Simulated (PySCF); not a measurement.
Gas-phase reaction: 3 ethylsilane + H3SiCCH + C4H8 (isobutene) ⇌ 4 (CH3)3Si

Computed with PySCF and rigid-rotor harmonic-oscillator thermochemistry at 1 bar. † marks an energy on the PBE0/def2-TZVP geometry and frequencies; other levels use their own. MP2 freezes the core. Open shells (unrestricted): (CH3)3Si (multiplicity 2); the rest are closed-shell singlets. (CH3)3Si: computed as isolated molecules; such fragments, hydroxides, amides, oligomers or adducts are transient or little studied in the gas. MP2 isn't extrapolated to the basis-set limit.

MP2/def2-SVP† gives ΔH°(298 K) = 36 kJ.

**Question.** What do PBE/def2-SVP, PBE0/def2-TZVP, M06-2X/def2-TZVP† give?

**Answer.** PBE/def2-SVP: -36 kJ; PBE0/def2-TZVP: -86 kJ; M06-2X/def2-TZVP†: -50 kJ. For scale, ΔH°(298 K) is 36 kJ at this level, 2 kJ at ωB97M-V/def2-TZVP†, and runs from -103 to 564 kJ over the 19 levels computed.
